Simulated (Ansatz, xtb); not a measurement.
Species: C$_{3}$H$_{7}$O, charge 0, multiplicity 2. It need not be the lowest isomer of its formula. 
Structure (B3LYP-D3(BJ)/def2-TZVP (Ansatz, a quantum-chemistry and plane-wave program) minimum search):
```
C
H 1 1.0952
H 1 1.0964 2 108.03
O 1 1.4286 2 108.88 3 118.11
C 4 1.3512 1 115.56 2 -61.12
H 5 1.0790 4 114.10 1 -176.72
H 5 1.0841 6 121.70 4 -153.39
C 1 1.5112 2 111.27 3 -122.27
H 8 1.0905 1 110.64 2 -59.80
H 8 1.0906 9 108.44 1 121.62
H 8 1.0913 9 108.46 10 117.63
```
Charge 0, spin multiplicity 2.

Harmonic wavenumbers from GFN2-xTB (xtb, at its own minimum), cm⁻¹: 65, 196, 261, 284, 461, 490, 826, 887, 1046, 1088, 1136, 1163, 1247, 1267, 1341, 1377, 1403, 1476, 1478, 1493, 2848, 2881, 3049, 3051, 3055, 3084, 3170.

Give the harmonic wavenumbers at B3LYP-D3(BJ)/def2-TZVP (Ansatz, finite differences of forces, unscaled).

87, 236, 288, 297, 477, 535, 822, 858, 1042, 1113, 1178, 1216, 1273, 1300, 1402, 1426, 1483, 1484, 1501, 1520, 2995, 3029, 3043, 3109, 3114, 3116, 3262 cm⁻¹. Zero-point energy 58.9 kcal/mol.

From these and the geometry, give the ideal-gas thermochemistry at 298.15 K and 1 atm (rigid rotor, harmonic oscillator).

Point group C1, rotational symmetry number 1. Rotational constants 31.01, 4.371, 4.034 GHz. S(trans) 38.15, S(rot) 23.89, S(vib) 10.48, S(elec, spin only) 1.38, S 73.9 cal/(mol K). H(298) - H(0) 4.16 kcal/mol; G - E(el) 41.0 kcal/mol.
